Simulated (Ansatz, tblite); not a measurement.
**The cluster Be2Se2+: one state, many levels**

An exercise on one series of results from a longer session: the logs are not shown, and one member is left open.

Method: as each input shows; program: Ansatz 0.2.0, Gaussian basis.

Plan: GFN1-xTB, GFN2-xTB, PBE-D4/def2-TZVP, r2SCAN-D4/def2-TZVP, B97M-V/def2-TZVP, r2SCAN0-D4/def2-TZVP, B2PLYP/def2-TZVP, B3LYP-D4/def2-TZVP, ωB97X-V/def2-TZVP, PBE-D4/def2-SVP, PBE0-D4/def2-SVP, HF/STO-3G, HF/6-31G, B3LYP-D4/6-31G, CCSD(T)/def2-TZVPP, MP2/def2-TZVP, RPA/def2-TZVP.

## The geometry

The geometry is that of the doublet, from an earlier relaxation (PBE0-D4/def2-TZVP). At that level it is the lowest of the isomers that a small search found.

4 atoms, charge 1, spin multiplicity 2.

Bond lengths: Be1–Se3 2.070 Å, Be1–Se4 2.070 Å, Be2–Se3 2.070 Å, Be2–Se4 2.070 Å. Angles: Se3–Be1–Se4 118.8°, Se3–Be2–Se4 118.8°, Be1–Se3–Be2 61.2°, Be1–Se4–Be2 61.2°.

The ion is computed in the gas phase, without counter-ions or solvent.

PBE0-D4/def2-TZVP was run before; its log isn't repeated, and its numbers join the tables.

The first run:

Tight binding, by tblite at 300 K electronic temperature and without a spin-polarisation term:

```python
tblite.interface.Calculator('GFN1-xTB', numbers, positions, charge=1, uhf=1).singlepoint()
```

Tight binding, by tblite at 300 K electronic temperature and without a spin-polarisation term:

```python
tblite.interface.Calculator('GFN2-xTB', numbers, positions, charge=1, uhf=1).singlepoint()
```

start.molden holds the orbitals of an earlier run on this state, given as this run's starting guess.

Input file in.yaml:

```yaml
crystal:
  periodic: [false, false, false]
  atoms:
    - {symbol: Be, position_ang: [-0.057989, -0.275323, -1.015411]}
    - {symbol: Be, position_ang: [0.058102, 0.274787, 1.015560]}
    - {symbol: Se, position_ang: [-1.761216, -0.218053, 0.159738]}
    - {symbol: Se, position_ang: [1.761113, 0.218590, -0.159888]}
basis:
  gaussian: {orbitals: def2-TZVP, initial_orbitals: start.molden}
total_charge: 1
magnetization: {spin_polarized: true, initial_magnetization: 1}
hamiltonian: {xc: pbe, dispersion: d4}
scf: {omitted_lower_state_checks: [starts]}
output: {orbitals: {seedname: orbitals}}
```

On the command line:

```console
$ ansatz run in.yaml --threads 4 --pin off --events-out ev --progress --plain --max-ram 3916MiB
```

Among the steps run: PBE-D4/def2-TZVP; r2SCAN-D4/def2-TZVP; B97M-V/def2-TZVP; r2SCAN0-D4/def2-TZVP; B2PLYP/def2-TZVP; B3LYP-D4/def2-TZVP; ωB97X-V/def2-TZVP; PBE-D4/def2-SVP; PBE0-D4/def2-SVP; HF/STO-3G; HF/6-31G; B3LYP-D4/6-31G; CCSD(T)/def2-TZVPP; MP2/def2-TZVP; RPA/def2-TZVP.

One table of the session follows, with a row left open; its other results are not shown here.

It belongs to the step «Levels side by side». 

| level | HOMO (eV) | LUMO (eV) | gap (eV) |
| --- | --- | --- | --- |
| HF/STO-3G | -13.33 | -4.94 | 8.39 |
| HF/6-31G | ? | ? | ? |
| PBE-D4/def2-SVP | -12.06 | -11.17 | 0.89 |
| PBE-D4/def2-TZVP | -11.98 | -11.08 | 0.89 |
| r2SCAN-D4/def2-TZVP | -12.35 | -11.00 | 1.36 |
| B97M-V/def2-TZVP | -12.27 | -10.84 | 1.43 |
| B3LYP-D4/6-31G | -12.90 | -10.67 | 2.23 |
| B3LYP-D4/def2-TZVP | -12.82 | -10.56 | 2.26 |
| PBE0-D4/def2-SVP | -13.24 | -10.47 | 2.77 |
| PBE0-D4/def2-TZVP | -13.08 | -10.36 | 2.72 |
| r2SCAN0-D4/def2-TZVP | -13.16 | -10.26 | 2.90 |
| ωB97X-V/def2-TZVP | -14.83 | -8.60 | 6.23 |

Q: Estimate the row for HF/6-31G from the others.

**Answer.** HOMO (eV): -14.25; LUMO (eV): -7.12; gap (eV): 7.13. In the column «HOMO (eV)» it lies between ωB97X-V/def2-TZVP (-14.83) and HF/STO-3G (-13.33).
